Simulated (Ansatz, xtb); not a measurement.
**Two isomers of C3H5Cl**

Structure I is `C/C=C/Cl`, a singlet and structure II is `C/C=C\Cl`, a singlet. Both are isolated molecules in the gas phase, relaxed with B3LYP/6-31G*.

I (Å):

```xyz
9

C    -0.5419    1.5979    2.4611
C    -1.0694    2.4389    1.3336
C    -0.2863    3.1308    0.5099
Cl   -0.9020    4.1120   -0.8061
H    -0.9418    1.9391    3.4250
H    -0.8459    0.5495    2.3435
H     0.5510    1.6306    2.5161
H    -2.1485    2.4738    1.1959
H     0.7963    3.1523    0.5746
```

II (Å):

```xyz
9

C    -0.7793    1.4821    2.2681
C    -0.5994    2.8649    1.7205
C    -0.3866    3.2249    0.4558
Cl   -0.2676    2.1033   -0.8899
H    -1.7552    1.3858    2.7618
H    -0.7125    0.7227    1.4857
H    -0.0171    1.2651    3.0278
H    -0.6465    3.6874    2.4346
H    -0.2667    4.2539    0.1389
```

Quicker runs give these differences E(II) − E(I): GFN2-xTB +1.13 kJ/mol; HF/STO-3G −0.06 kJ/mol (at GFN2-xTB geometries); r2SCAN-D4/def2-SVP −4.77 kJ/mol (at GFN2-xTB geometries).

**Question.** Estimate E(II) − E(I) at the level CCSD(T)/def2-TZVP.

**Answer.** Too close to call at this level: CCSD(T)/def2-TZVP gives E(II) − E(I) = −1.54 kJ/mol.

Level by level:

```csv
level,geometry,E(II) − E(I) (kJ/mol),departure from the last row (kJ/mol),"job, with rough time for the two"
GFN2-xTB,GFN2-xTB,+1.13,+2.67,"optimisation, 0.068 s"
HF/STO-3G,GFN2-xTB,−0.06,+1.48,"single point, 0.2 s"
r2SCAN-D4/def2-SVP,GFN2-xTB,−4.77,−3.23,"single point, 2.3 s"
B3LYP/6-31G*,B3LYP/6-31G*,−0.65,+0.90,"optimisation, 15 s"
HF/def2-TZVP,B3LYP/6-31G*,+0.05,+1.59,part of the CCSD(T) run
MP2/def2-TZVP,B3LYP/6-31G*,−2.15,−0.61,part of the CCSD(T) run
CCSD(T)/def2-TZVP,B3LYP/6-31G*,−1.54,,"single point, 60 s"
```

As drawn, both hold the same kinds of bond in the same numbers.

The largest departure from CCSD(T)/def2-TZVP is that of r2SCAN-D4/def2-SVP, 3.23 kJ/mol.

With harmonic frequencies from B3LYP/6-31G* (ideal gas, rigid rotor, one conformer each, 400 K, 1 atm): the zero-point term adds +0.37 kJ/mol; ΔH is −1.44 and ΔG −2.27 kJ/mol.

The correlated steps freeze 8 core orbitals. Codes used: Ansatz 0.2.0, xtb 6.7.1; the last row on 2 threads of Arm Neoverse V2 on a shared host.
